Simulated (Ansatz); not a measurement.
**SiPO (doublet): the correlation ladder at a displaced geometry (v2), cc-pVDZ**

Aim: climb from Hartree-Fock through coupled cluster for SiPO (doublet) at one geometry and basis, and see what each rung misses.

Method: cc-pVDZ, core rule «outside noble gas», up to 11 orbitals frozen; program: Ansatz 0.2.0, Gaussian basis.

To be run: UHF; CCSD(T) on ROHF; CCSD(T) on UHF; BCCD(T) on ROHF; CISD; CCSDT(Q) on ROHF; CCSDT(Q) on UHF.

25 further runs of the same task are left out: 5 for a known fault of the program, 8 that didn't finish, 12 set aside as unsound or not needed.

## (1) The geometry

The geometry is a PBE0/def2-TZVP stationary point (not a proven minimum) with its atoms shifted at random (size 0.100 Å).

3 atoms, charge 0, spin multiplicity 2.

Atoms are counted from 1 here; the program's logs count them from 0.

Bond lengths: O1–Si2 1.509 Å, Si2–P3 2.067 Å. Angles: O1–Si2–P3 171.5°.

As a file:

```xyz
3

O     0.08438    0.00522    1.68860
Si   -0.08050    0.01360    0.18859
P    -0.00388   -0.01883   -1.87719
```

## (2) UHF

Input file in.yaml:

```yaml
crystal:
  periodic: [false, false, false]
  atoms:
    - {symbol: O, position_ang: [0.084376, 0.005225, 1.688598]}
    - {symbol: Si, position_ang: [-0.080498, 0.013599, 0.188591]}
    - {symbol: P, position_ang: [-0.003878, -0.018825, -1.877189]}
basis:
  gaussian: {orbitals: cc-pVDZ}
magnetization: {spin_polarized: true, initial_magnetization: 1}
hamiltonian: {xc: hf}
output: {orbitals: {seedname: orbitals}}
```

Run with:

```bash
$ ansatz run in.yaml --threads 1 --pin off --events-out ev --progress --plain --max-ram 2393MiB
```

After this run come: CCSD(T) on ROHF; CCSD(T) on UHF; BCCD(T) on ROHF; CISD; CCSDT(Q) on ROHF; CCSDT(Q) on UHF.

Before running them: what should the planned runs give, taken together? Wanted: RCCSDT(Q) below the RHF energy; RMP2 from RCCSDT(Q); UMP2 from RCCSDT(Q); RCCSD from RCCSDT(Q); RCCSD(T) from RCCSDT(Q); UCCSD(T) from RCCSDT(Q); UCCSDT(Q) from RCCSDT(Q); T1 diagnostic.

**Answer**, as computed:

| quantity | value |
| --- | --- |
| RCCSDT(Q) below the RHF energy | -11.0976 eV |
| RMP2 from RCCSDT(Q) | +22.90 kcal/mol |
| UMP2 from RCCSDT(Q) | +23.21 kcal/mol |
| RCCSD from RCCSDT(Q) | +13.32 kcal/mol |
| RCCSD(T) from RCCSDT(Q) | +2.13 kcal/mol |
| UCCSD(T) from RCCSDT(Q) | +2.15 kcal/mol |
| UCCSDT(Q) from RCCSDT(Q) | -0.44 kcal/mol |
| levels within 1 kcal/mol (43 meV) | UCCSDT(Q) |
| T1 diagnostic | 0.031 |

What this shows: RCCSD(T) misses by +2.13 kcal/mol, 0.8 % of the correlation energy. These misses are within one basis, not against nature; the frozen cores of restricted and unrestricted runs differ, which can shift their rows.
